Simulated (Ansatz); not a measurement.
Species: SiH$_{3}$ (charge 0, doublet). SMILES: [SiH3]
Coordinates optimised at B3LYP-D3(BJ)/def2-TZVP (Ansatz, a first-principles code):
```
Si
H 1 1.4828
H 1 1.4828 2 111.02
H 1 1.4828 2 111.02 3 124.02
```
Charge 0, spin multiplicity 2.

Wanted: enthalpy of formation at 298 K, in kcal/mol. Set-up: valence correlation only; six Cartesian d functions in 6-31G* and its kin unless marked 5d; non-relativistic; UHF or UKS for open shells; spin-orbit terms left out; 6-311+G** with 5d, 6d on Na to Ar in Ansatz; LANL2DZ with its own core potentials from Na on. CBS(X,Y): correlation extrapolated as X^-3; Hartree-Fock from the larger set. Ab initio and DFT rows: single points at B3LYP-D3(BJ) geometries (Ansatz), with unscaled harmonic terms from B3LYP/6-31G* at its own minima, enthalpies of formation by atomisation with measured atoms.

Measured values: G2/97 table in ASE (Curtiss et al.); they hold spin-orbit and core effects, anharmonicity. 

Value to compare with, the measured value: 47.9 kcal/mol.

| level | program | enthalpy of formation at 298 K (kcal/mol) | error |
|---|---|---|---|
| MP2/STO-3G | Ansatz | 1.6 | -46.3 |
| MP2/3-21G | Ansatz | 96.5 | 48.6 |
| MP2/LANL2DZ | Ansatz | 86.6 | 38.7 |
| MP2/6-31G* | Ansatz | 80.4 | 32.5 |
| MP2/6-311+G** | Ansatz | 62.5 | 14.6 |
| CCSD(T)/CBS(def2-TZVPPD,def2-QZVPPD) | Ansatz | 45.1 | -2.8 |

Among the 5 habitual levels, MP2/3-21G lies farthest from the measured value (48.6 kcal/mol) and MP2/6-311+G** nearest (14.6); 4 of 5 lie above it, and their mean absolute error is 36.1 kcal/mol, the median 38.7. One case shows no general order.

The sets are all those run for this method; runs whose electronic state is in doubt are left out.
